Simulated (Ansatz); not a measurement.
Mulliken charges of CN, SMILES `[C]#N` radical from r2SCAN/def2-TZVPP in Ansatz (PBE0-D4/def2-TZVP geometry).

```
atom   x (Å)   y (Å)   z (Å)  charge (e)
  C1   0.496  -0.160   0.255       0.078
  N2  -0.496   0.160  -0.255      -0.078
```

Task: By hand: the dipole of these point charges (1 e Å = 4.8032 D).

Result: Σ q r = (0.077, -0.025, 0.040) e Å, of length 0.090 e Å = 0.43 D.

Task: How does the dipole of the full density compare? (Best estimate.)

Result: Ansatz gave: (0.255, -0.083, 0.131) e Å, 1.43 D; the point charges give 0.30 times that, at 0° from its direction.

Point charges leave out the atoms' own dipoles, such as those of lone pairs, and Mulliken's split depends on the basis, so the two needn't agree.
